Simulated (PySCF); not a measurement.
Calculation: B3LYP-D3(BJ)/def2-TZVP // PBE0-D4/def2-TZVP run with PySCF. All species are isolated molecules in the gas phase. B3LYP has the VWN-RPA correlation part, as in Gaussian. 

Reference species (SMILES): `N#N` (neutral, multiplicity 1).

| Item | Result |
|---|---|
| adiabatic ionisation energy (no zero-point term) | 15.82 eV |
| HOMO | -11.93 eV |
| HOMO–LUMO gap | 11.13 eV |

After one change: the adiabatic ionisation energy (no zero-point term) decreases by 4.83 eV; the HOMO goes up by 3.67 eV; the HOMO–LUMO gap falls by 4.25 eV.

### Question
What was changed between the two runs? The new species is one of these.
A) `B=S`
B) `[O+]#[Ge-]`
C) `[C-]#[S+]`
D) `[Si-]#[S+]`

### Answer
A, `B=S`
